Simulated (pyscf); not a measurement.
9 silicon, germanium or tin steps of one kind (four-centre exchange, closed-shell): barrier in kcal/mol, from the separated reactants or the lowest minimum found. Single points on ωB97X-D3(BJ)/def2-SVP structures (PySCF, gas phase). Correlated levels are frozen-core, on RHF or UHF. ΔMP2 is the change of the MP2 total energy from the triple- to the quadruple-zeta basis. Functionals in def2-TZVP; the last column is CCSD(T)/def2-TZVPP + ΔMP2(QZVPP). Rows were drawn at random from the steps of this kind and element class whose saddle was verified and whose references are stable, among light species with clean single-reference diagnostics.

| step | PBE | r²SCAN | M06-2X | CCSD(T) |
|---|---|---|---|---|
| `[SiH3][SH]` + `[FH]` -> `[SH2]` + `[F][SiH3]` | 17.3 | 19.5 | 24.4 | 27.4 |
| `[FH]` + `[OH][SiH2][F]` → `[F][SiH2][F]` + `[OH2]` | 7.6 | 8.5 | 11.0 | 14.7 |
| `[OH][SiH]([F])[F]` + `[FH]` → `[F][SiH]([F])[F]` + `[OH2]` | 10.5 | 10.8 | 13.3 | 17.3 |
| `[OH2]` + `[NH2][SiH3]` → `[OH][SiH3]` + `[NH3]` | 14.4 | 16.0 | 18.8 | 22.1 |
| `[O]=[CH][OH]` + `[SiH4]` -> `[OH][SiH3]` + `[CH2]=[O]` | 41.4 | 42.2 | 46.9 | 48.9 |
| `[OH][SiH3]` + `[FH]` -> `[F][SiH3]` + `[OH2]` | 11.1 | 12.4 | 15.5 | 18.4 |
| `[SiH3][SiH3]` + `[ClH]` -> `[SiH3][Cl]` + `[SiH4]` | 30.9 | 32.1 | 35.7 | 39.1 |
| `[SiH3][SiH3]` + `[FH]` -> `[F][SiH3]` + `[SiH4]` | 28.1 | 30.2 | 36.2 | 38.9 |
| `[SiH3][SH]` + `[ClH]` → `[SH2]` + `[SiH3][Cl]` | 20.5 | 22.4 | 26.2 | 28.4 |

Differences from the last column (kcal/mol): PBE: mean -8.2, median -7.8, mean size 8.2, lower in 9 of 9; r²SCAN: mean -6.8, median -6.5, mean size 6.8, lower in 9 of 9; M06-2X: mean -3.0, median -3.1, mean size 3.0, lower in 9 of 9. PBE is closest for row 3 (6.8 kcal/mol apart) and farthest for row 8 (10.8 kcal/mol). PBE, r²SCAN and M06-2X carry no added dispersion term. The last column is a level with limits of its own. Each barrier is that of the saddle found. The CCSD(T) − MP2 part came from Ansatz, without density fitting, on the same reference.
